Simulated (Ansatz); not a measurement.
`ClCC1=CN1` + H₂ → `C1=CN1` + `CCl` at 500 K and 1 bar (hydrogenolysis of a C–C bond).

Calculated with Ansatz (gas phase, PBE0-D4/def2-TZVP geometries, no zero-point term in ΔE). CBS: MP2 limit from def2 TZ/QZ plus the TZ coupled-cluster correction, frozen cores. This one scheme is used for every species. Each species was taken in one conformer, which may not be the lowest.

```
    species  CCSD(T)/CBS energy (Eh)  H − E (kJ/mol)  S (J/(mol·K))
`ClCC1=CN1`               -630.90921           206.6          368.5
         H₂                 -1.17544            41.0          145.5
   `C1=CN1`               -132.46664           139.6          280.9
      `CCl`               -499.63220           119.3          258.4
```

H − E and S are ideal-gas, rigid-rotor, harmonic terms from PBE0-D4/def2-TZVP, for one conformer and one mirror image of each species. The MP2-based limit puts H₂ 0.8 mEh under its directly extrapolated value; such offsets cancel only in part. 1 Eh = 2625.50 kJ/mol, R = 8.31446 J/(mol·K).

**Question.** By hand: ΔE, ΔH, ΔS and ΔG.

**Answer.** ΔE = (-132.46664) + (-499.63220) − (-630.90921) − (-1.17544) = -0.01419 Eh = -37.3 kJ/mol. Δ(H − E) = 139.6 + 119.3 − 206.6 − 41.0 = 11.3, so ΔH = -26.0 kJ/mol. ΔS = 280.9 + 258.4 − 368.5 − 145.5 = 25.3 J/(mol·K). ΔG = -26.0 − 500 × (25.3)/1000 = -38.6 kJ/mol.

**Question.** By hand: the equilibrium constant, and the temperature at which ΔG would vanish if ΔH and ΔS stayed fixed.

**Answer.** log₁₀ K = −ΔG/(RT ln 10) = 4.0. ΔH and −TΔS have one sign here, so there is no such temperature.

TΔS isn't small against ΔH here. A doubt of 5 kJ/mol in ΔE shifts log₁₀ K by 0.5 here. Other conformers and mirror images would add mixing entropy, several J/(mol·K) or more a flexible species. These are equilibria of isolated gas molecules and say nothing of rates. Largest T1 diagnostic: 0.011 (customary marks: 0.02 for closed shells, 0.045 for open ones).
